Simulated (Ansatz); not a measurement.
The input, for Ansatz 0.2.0:

```yaml
crystal:
  periodic: [false, false, false]
  atoms:
    - {symbol: Al, position_ang: [0.000000, 0.000000, 0.356700]}
    - {symbol: Mg, position_ang: [0.000000, 0.000000, -2.319100]}
    - {symbol: H, position_ang: [0.000000, 0.000000, 1.962400]}
basis:
  gaussian: {orbitals: def2-mTZVP}
magnetization: {spin_polarized: true, initial_magnetization: 2}
correlation: {method: mp2, electrons: valence}
scf: {lower_state_search: off}
output: {forces: true}
```

```sh
$ ansatz run in.yaml --threads 1 --pin off --events-out ev --progress --plain --max-ram 2393MiB
```

The program prints:

```
these checks for a lower state are left out or cut short: starts, cluster_reference, orbital_swaps, neighbouring_geometries, increment
375 factors; integrals over basis functions are off by at most 6.4e-4 eV
mean field evaluation 1: about -12027.4432 eV, gradient 5.9e0 eV
mean field evaluation 2: about -12027.4815 eV, gradient 6.0e0 eV
mean field evaluation 4: about -12028.3577 eV, gradient 1.2e0 eV
mean field evaluation 8: about -12028.4311 eV, gradient 1.7e-1 eV
mean field evaluation 16: about -12028.4329 eV, gradient 2.6e-6 eV
mean field -12028.43293704 eV, -442.0367572717 hartree, gradient 2.6e-6 eV, S^2 2.027825; 0 other end points of the search recorded, 0 dependent functions left out
6 core orbitals not correlated, not the lowest: weight in the atoms' cores, before any rotation towards them, 1.000 or more for the frozen orbitals, at most 0.000 for the correlated occupied ones
reference -12028.43293704 eV, -442.0367572717 hartree; 8, 6 occupied and 25, 27 virtual orbitals, 375 factors
second order -3.16781830 eV of doubles, -0.00000000 eV of singles
the calculation of the forces begins
Total energy: -12031.60075534 eV, -442.1531724470 hartree
Atom 0 at     0.000000     0.000000     0.356700 Å, force    -0.000000    -0.000000     0.200989 eV/Å
Atom 1 at     0.000000     0.000000    -2.319100 Å, force    -0.000000    -0.000000    -0.109471 eV/Å
Atom 2 at     0.000000     0.000000     1.962400 Å, force     0.000000    -0.000000    -0.091518 eV/Å
Dipole moment:    -0.000000     0.000000    -0.777826 e Å
Checks for a lower state left out: starts, cluster_reference, orbital_swaps, neighbouring_geometries, increment
```

Forces (eV/Å):
```
Al   0.000  0.000  0.201
Mg   0.000  0.000 -0.109
H    0.000  0.000 -0.092
```

Ran on 1 thread of Arm Neoverse N1, shared host: 0.66 s wall, 0.16 GiB peak host memory.
